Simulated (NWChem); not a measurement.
Everything below was run with NWChem. System: FLi, charge 0, spin multiplicity 1, at a geometry optimised with PBE0/def2-SVP. The structure started from a generated list of species. Level: G0W0@PBE0/def2-SVP, RI basis def2-svp-rifit.

Input file:

```
start mol
memory heap 200 mb stack 700 mb global 1700 mb
geometry units angstroms nocenter noautoz
  Li     0.000000     0.000000    -1.149193
  F      0.000000     0.000000     0.383064
  symmetry group C2v
end
basis spherical
  * library def2-svp
end
basis "ri basis" bse spherical
  * library def2-svp-rifit
end
dft
  xc pbe0
  iterations 100
  direct
  tolerances tight
end
task dft energy
gw
  states alpha occ 4 vir 2
end
task dft gw
```

NWChem printed:

```
             Northwest Computational Chemistry Package (NWChem) 7.3.0
             --------------------------------------------------------

                                NWChem Input Module
                                -------------------

 Scaling coordinates for geometry "geometry" by  1.889725989
 (inverse scale =  0.529177249)

 Turning off AUTOSYM since
 SYMMETRY directive was detected!

                             Geometry "geometry" -> ""
                             -------------------------

 Output coordinates in angstroms (scale by  1.889725989 to convert to a.u.)

  No.       Tag          Charge          X              Y              Z
 ---- ---------------- ---------- -------------- -------------- --------------
    1 Li                   3.0000     0.00000000     0.00000000    -1.14919300
    2 F                    9.0000     0.00000000     0.00000000     0.38306400

 Effective nuclear repulsion energy (a.u.)       9.3246666342

            Nuclear Dipole moment (a.u.)
            ----------------------------
        X                 Y               Z
 ---------------- ---------------- ----------------
     0.0000000000     0.0000000000    -0.0000056692

      Symmetry information
      --------------------

 Group name             C2v
 Group number             16
 Group order               4
 No. of unique centers     2

      Symmetry unique atoms

     1    2


 Summary of "ao basis" -> "" (spherical)
 ------------------------------------------------------------------------------
       Tag                 Description            Shells   Functions and Types
 ---------------- ------------------------------  ------  ---------------------
 *                          def2-svp                  on all atoms

 new library libraries.bse/

 Summary of "ri basis" -> "" (spherical)
 ------------------------------------------------------------------------------
       Tag                 Description            Shells   Functions and Types
 ---------------- ------------------------------  ------  ---------------------
 *                       def2-svp-rifit               on all atoms
[...]
           0.000000000000          42.958953536722           0.000000000000
           0.000000000000           0.000000000000           0.000000000000

     Multipole analysis of the density
     ---------------------------------

     L   x y z        total         alpha         beta         nuclear
     -   - - -        -----         -----         ----         -------
     0   0 0 0     -0.000000     -6.000000     -6.000000     12.000000

     1   1 0 0     -0.000000     -0.000000     -0.000000      0.000000
     1   0 1 0     -0.000000     -0.000000     -0.000000      0.000000
     1   0 0 1     -2.176873     -1.088433     -1.088433     -0.000006

     2   2 0 0     -5.283410     -2.641705     -2.641705      0.000000
     2   1 1 0     -0.000000     -0.000000     -0.000000      0.000000
     2   1 0 1     -0.000000     -0.000000     -0.000000      0.000000
     2   0 2 0     -5.283410     -2.641705     -2.641705      0.000000
     2   0 1 1     -0.000000     -0.000000     -0.000000      0.000000
     2   0 0 2     -1.153657    -10.009038    -10.009038     18.864418

 Task  times  cpu:        0.1s     wall:        0.1s

                                NWChem Input Module
                                -------------------

                                 NWChem GW Module
                                 ----------------

                             ***********************
                             ***        GW       ***
                             ***********************

 Summary of "ri basis" -> "ri basis" (spherical)
 ------------------------------------------------------------------------------
       Tag                 Description            Shells   Functions and Types
 ---------------- ------------------------------  ------  ---------------------
 Li                      def2-svp-rifit             11       25   5s5p1d
 F                       def2-svp-rifit             16       48   6s5p4d1f

                 Memory Information
                 ------------------
          Available GA per process is          1700.0 MBs
          Available stack per process is        700.0 MBs
          Available heap per process is           0.0 MBs

          Peak memory in Initialization
              Peak GA per process is                  0.1 MBs
              Peak stack per process is               0.0 MBs
              Peak heap per process is                0.2 MBs
              Memory not in MA per process            0.0 MBs

          Peak memory in AFF Calculation
              Peak GA per process is                  0.2 MBs
              Peak stack per process is               0.1 MBs
              Peak heap per process is                0.0 MBs
              Memory not in MA per process            0.1 MBs

          Computing 2-center integrals
          Computing Inverse Cholesky factor
          Computing 3-center integrals
          Computing V_xc ...

          Computing Sigma_x
          Computing RPA polarizability
          Solving quasiparticle equations

                  Alpha Orbitals
          State     Energy (eV)     Error (eV)
          -----------------------------------
@GW         3        -29.585           0.004
@GW         4        -10.325           0.002
@GW         5         -9.671           0.002
@GW         6         -9.672           0.002
@GW         7          0.359           0.003
@GW         8          2.814           0.002

   Applying  -2.2920 eV scissor-shift to rest of particle states

   Applying   1.3902 eV scissor-shift to rest of hole states

     GW Timing Statistics
   ------------------------
   Init.   :          0.0s
     ERIs  :          0.0s
     Distr.:          0.0s
     Vxc   :          0.0s
   Sigma_x :          0.0s
   RPA     :          0.0s
   Wmn     :          0.0s
   Sigma_c :          0.0s
   GW total:          0.0s

 Task  times  cpu:        0.0s     wall:        0.0s

 Total times  cpu:        0.2s     wall:        0.2s
```
